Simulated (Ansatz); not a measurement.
# CdCl2: the cost of one run

Program: Ansatz 0.2.0, Gaussian basis. Level of theory: the settings change from run to run. These are calculated values, not measurements.

2 further runs of the same task are left out: 2 set aside as unsound or not needed. Runs told in other sessions of the task aren't counted.

## 1. The geometry

An earlier r2SCAN-D4 in a triple-zeta def2 set relaxation fixed the geometry. Cd takes a core potential in def2 sets; no spin-orbit term is included.

3 atoms, charge -1, spin multiplicity 2.

Atoms are counted from 1 here; the program's logs count them from 0.

Bond lengths: Cd1–Cl2 2.497 Å, Cd1–Cl3 2.496 Å. Angles: Cl2–Cd1–Cl3 117.8°.

Coordinates:

```xyz
3

Cd   -0.05297   -0.85699   -0.04693
Cl   -1.65083    0.45994    1.34782
Cl    1.70380    0.39706   -1.30090
```

## 2. CCSD/def2-TZVP

This run has a grid of angular degree 23, correlated electrons set to all, 1 DIIS vectors.

File in.yaml:

```yaml
crystal:
  periodic: [false, false, false]
  atoms:
    - {symbol: Cd, position_ang: [-0.052970, -0.856994, -0.046926]}
    - {symbol: Cl, position_ang: [-1.650829, 0.459937, 1.347822]}
    - {symbol: Cl, position_ang: [1.703799, 0.397057, -1.300896]}
basis:
  gaussian: {orbitals: def2-TZVP, final_grid: {core_spheres: 8, valence_spheres: 7, degree: 23}}
total_charge: -1
magnetization: {spin_polarized: true, initial_magnetization: 1}
hamiltonian: {xc: {name: HF}}
correlation: {method: ccsd, electrons: all, diis_vectors: 1}
scf: {omitted_lower_state_checks: [starts]}
```

Launch:

```
$ ansatz run in.yaml --threads 4 --pin off --events-out ev --progress --plain --max-ram 3916MiB
```

What time and memory should one allow on 4 threads of Arm Neoverse V1, shared host?

About 74 s, with a peak of 2.4 GiB.
